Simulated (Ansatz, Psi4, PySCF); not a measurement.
System: ethene, C$_{2}$H$_{4}$, net charge 0, singlet state. SMILES: C=C
Geometry from a B3LYP-D3(BJ)/def2-TZVP (Ansatz, a program for electronic structure) optimisation:
```
C
C 1 1.3246
H 1 1.0833 2 121.73
H 2 1.0833 1 121.73 3 180.00
H 1 1.0833 3 116.54 2 -180.00
H 2 1.0833 4 116.54 1 180.00
```

Wanted: vertical ionisation energy to the doublet, in eV. Set-up: UHF or UKS for open shells; spin-orbit terms left out; six Cartesian d functions in 6-31G* and its kin unless marked 5d; 6-311+G** with 5d; non-relativistic; each state is the SCF solution reached for its charge and spin; frozen cores in correlated levels; dispersion terms only where a functional's name holds one. Basis-set limits of correlation are two-point, X^-3; Hartree-Fock from the larger set. The bracket is a focal-point correction in the basis named. Ab initio and DFT rows: single points at B3LYP-D3(BJ) geometries (Ansatz).

Measured values: CCCBDB table in ASE; they hold spin-orbit and core effects. 

Value to compare with, the measured value: 10.68 eV.

```
level                                                          program  vertical ionisation energy to the doublet (eV)  error
-------------------------------------------------------------  -------  ----------------------------------------------  -----
HF/6-31G*                                                       Ansatz                                            8.87  -1.81
HF/6-311+G**                                                    Ansatz                                            8.98  -1.70
PBE/6-31G*                                                      Ansatz                                           10.48  -0.20
PBE/6-311+G**                                                   Ansatz                                           10.69   0.01
B3LYP/STO-3G                                                    Ansatz                                            9.74  -0.94
B3LYP/3-21G                                                     Ansatz                                           10.59  -0.09
B3LYP/6-31G*                                                    Ansatz                                           10.39  -0.29
B3LYP/6-311+G**                                                 Ansatz                                           10.61  -0.07
M06-2X/6-31G* (5d)                                               PySCF                                           10.36  -0.32
wB97X-D/6-31G*                                                    Psi4                                           10.36  -0.32
MP2/6-31G*                                                      Ansatz                                           10.23  -0.45
MP2/6-311+G**                                                   Ansatz                                           10.57  -0.11
B3LYP/def2-TZVPD                                                Ansatz                                           10.60  -0.08
wB97M-V/def2-TZVPD                                              Ansatz                                           10.53  -0.15
RI-MP2/CBS(aug-cc-pVTZ,aug-cc-pVQZ)+[CCSD(T)-MP2]/aug-cc-pVTZ   Ansatz                                           10.79   0.11
```

Among the 12 habitual levels, HF/6-31G* lies farthest from the measured value (-1.81 eV) and PBE/6-311+G** nearest (0.01); 1 of 12 lie above it, and their mean absolute error is 0.53 eV, the median 0.30. One case shows no general order.

The levels are drawn from those run, B3LYP/6-31G* more often than the rest, none by its result; runs whose electronic state is in doubt are left out.
